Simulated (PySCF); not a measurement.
sulfur dioxide cation (O2S), SMILES O=S=O (connectivity only; charge and spin as stated), charge +1, multiplicity 2.

Coordinates come from a r2SCAN-D4/def2-TZVP optimisation. The spin state was assumed, not searched.

These are r2SCAN-D4/def2-TZVP in PySCF values and carry that method's errors.

Frequencies are harmonic and unscaled.

List the normal modes with their intensities. (Estimate from the structure and the level; the computed values follow.)


```json
[
 {"mode": "1", "ν (cm⁻¹)": "413", "IR (km/mol)": "17.1", "moving atoms (share of kinetic energy)": "O 63 %, S 37 %"},
 {"mode": "2", "ν (cm⁻¹)": "1105", "IR (km/mol)": "0.1", "moving atoms (share of kinetic energy)": "O 87 %, S 13 %"},
 {"mode": "3", "ν (cm⁻¹)": "1330", "IR (km/mol)": "9.6", "moving atoms (share of kinetic energy)": "O 54 %, S 46 %"}
]
```
